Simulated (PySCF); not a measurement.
Calculations on `C(N(C)C)(C)C`, in the order of a workflow; each names the level of the geometry that it ran on. Settings lines and outputs come from a driver script.

Species: C5H13N.
SMILES with atom numbers: `[CH3:1][CH:2]([CH3:3])[N:4]([CH3:5])[CH3:6]` (hydrogens: H7, H8, H9 on C1; H10 on C2; H11, H12, H13 on C3; H14, H15, H16 on C5; H17, H18, H19 on C6)

Step 1: PBE0-D3(BJ)/def2-SVP geometry optimisation, gas phase (PySCF 2.14.0) (from the MMFF94s geometry)
```json
{"job": {"xc": "PBE0", "basis": "def2-SVP", "d3": "d3bj", "grid": 1, "kind": "geom"}, "charge": 0, "multiplicity": 1}
```
```
step   0  E = -252.61664307  max force = 0.014675
step   1  E = -252.61723664  max force = 0.009365
step   2  E = -252.61857721  max force = 0.002488
step   3  E = -252.61873135  max force = 0.001527
step   4  E = -252.61886208  max force = 0.001450
step   5  E = -252.61895163  max force = 0.001744
step   6  E = -252.61898059  max force = 0.000959
step   7  E = -252.61898469  max force = 0.000436
optimisation converged
```

Final energy -252.61898 Eh after 7 steps; dipole 0.46 D. Energies in Eh; «max force» is the largest Cartesian gradient component in Eh/bohr.

On one thread, x86-64 server, no GPU (shared host), this took 52 s of wall time.

Step 2: TDDFT PBE0/def2-SVPD, vertical, gas phase, core orbitals frozen in the response (PySCF 2.14.0, density-fitted response routines) (on the PBE0-D3(BJ)/def2-SVP geometry)
```json
{"job": {"kind": "uv", "xc": "PBE0", "basis": "def2-SVPD", "ip": true}, "charge": 0, "multiplicity": 1}
```
```
...
Static polarisability (au): isotropic 72.967, principal 68.588 71.765 78.548
Singlet excitations
state   eV       nm        f      main configurations
  1   5.4620    227.0   0.00491   H->L 0.98
  2   6.2282    199.1   0.00159   H->L+2 0.70, H->L+1 0.28
  3   6.2996    196.8   0.02294   H->L+1 0.69, H->L+2 0.28
  4   6.4850    191.2   0.01493   H->L+3 0.97
  5   6.9963    177.2   0.00819   H->L+4 0.96
  6   7.2618    170.7   0.01599   H->L+5 0.87
  7   7.5626    163.9   0.02388   H->L+6 0.88
  8   7.8301    158.3   0.01918   H->L+7 0.91
  9   7.9123    156.7   0.00250   H->L+8 0.58, H->L+10 0.30
 10   8.0538    153.9   0.03651   H->L+9 0.64, H->L+8 0.23, H->L+10 0.10
Triplet excitations (Tamm-Dancoff, eV): 5.3576 6.1360 6.2217 6.4193
Vertical ionisation energy (delta-SCF) = 7.8347 eV
```

HOMO -5.89 eV, LUMO 0.68 eV; lowest singlet 5.46 eV; lowest triplet 5.36 eV (Tamm–Dancoff); mean polarisability 73.0 au.

The run took 39 s wall on x86-64 server, one thread, on a shared host.

Step 3: delta-SCF UKS SCAN, pcX-2 on the ionised atom, pcseg-1 elsewhere, spin-free X2C (PySCF 2.14.0) (on the PBE0-D3(BJ)/def2-SVP geometry)
```json
{"job": {"kind": "xps"}, "charge": 0, "multiplicity": 1}
```
```
...
ground state, core basis on atom 0 (C), 180 functions
  E(ground) = -253.04469163 Eh
hole in C 1s of atom 0
  E(ion) = -242.37713982 Eh   <S^2> = 0.7678   hole on atom = 1.000   binding energy = 290.279 eV
ground state, core basis on atom 1 (C), 180 functions
  E(ground) = -253.04686693 Eh
hole in C 1s of atom 1
  E(ion) = -242.34833517 Eh   <S^2> = 0.7733   hole on atom = 1.000   binding energy = 291.122 eV
ground state, core basis on atom 3 (N), 180 functions
  E(ground) = -253.05661785 Eh
hole in N 1s of atom 3
  E(ion) = -238.19750287 Eh   <S^2> = 0.7658   hole on atom = 1.000   binding energy = 404.337 eV
ground state, core basis on atom 4 (C), 180 functions
  E(ground) = -253.04512204 Eh
hole in C 1s of atom 4
  E(ion) = -242.34611872 Eh   <S^2> = 0.7708   hole on atom = 1.000   binding energy = 291.135 eV
```

C1s of C1 290.28 eV; C1s of C2 291.12 eV; N1s of N4 404.34 eV; C1s of C5 291.13 eV; one atom stands for each set of equivalent ones. SCF cycles are left out; they run on a coarse grid, and E(ground) and E(ion) are re-evaluated on a finer one. The log counts atoms from 0, this text from 1.

On one thread of an x86-64 server (shared host), this took 33 s of wall time.

Geometry of the electronic-property runs (PBE0-D3(BJ)/def2-SVP):
```
atom  x, y, z in Å
C1     1.0615    1.2365    0.4504
C2     0.7823   -0.1750   -0.0748
C3     1.2142   -0.3187   -1.5288
N4    -0.5884   -0.6359    0.1180
C5    -0.9101   -0.9766    1.4766
C6    -1.6146    0.1577   -0.5050
H7     2.1363    1.4673    0.3959
H8     0.5304    1.9979   -0.1429
H9     0.7503    1.3486    1.5005
H10    1.4023   -0.8755    0.5127
H11    0.7002    0.4021   -2.1844
H12    0.9938   -1.3323   -1.8936
H13    2.2943   -0.1337   -1.6293
H14   -0.1518   -1.6627    1.8858
H15   -1.8821   -1.4948    1.5121
H16   -0.9825   -0.1044    2.1666
H17   -1.3754    0.3461   -1.5616
H18   -1.7902    1.1432   -0.0174
H19   -2.5706   -0.3898   -0.4809
```

One conformer stands for the species.
